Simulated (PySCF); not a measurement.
## Phosphorus: a sound run and one with changed settings

Sound run: P [Ne] 3s2 3p3, P⁺ [Ne] 3s2 3p2. Computed with PySCF 2.14 in def2-TZVP, with no relativity, point nucleus. In the sound run the correlated levels freeze [Ne]. The sound run starts from symmetry-adapted Hartree-Fock orbitals and uses a fine grid where one is needed.

Changed run: scalar relativity by spin-free X2C-1e. This setting is unsound on purpose.

```csv
species,method,sound run (hartree),changed run (hartree),converged
P,UHF,-340.70986,-341.44089,yes
P,PBE0,-341.13506,-341.86758,yes
P,PBE,-341.10299,-341.83597,yes
P,MP2,-340.79125,-341.52227,yes
P,CCSD(T),-340.81339,-341.54437,yes
P⁺,UHF,-340.34566,-341.07697,yes
P⁺,PBE0,-340.74812,-341.48095,yes
P⁺,PBE,-340.71771,-341.45100,yes
P⁺,MP2,-340.40630,-341.13760,yes
P⁺,CCSD(T),-340.42924,-341.16046,yes
```

Ionisation energy of P:

```csv
method,sound run (eV),changed run (eV)
UHF,9.910,9.903
PBE0,10.529,10.521
PBE,10.484,10.476
MP2,10.475,10.468
SCS-MP2,10.304,10.296
CCSD,10.412,10.406
CCSD(T),10.453,10.447
```

Most of the change in total energy is the relativistic energy itself. On top of that the contraction fixes the core shape for the Hamiltonian it was made with, so the changed run is not a good calculation with the other Hamiltonian either.

For comparison, NIST gives 10.487 eV between the lowest levels.
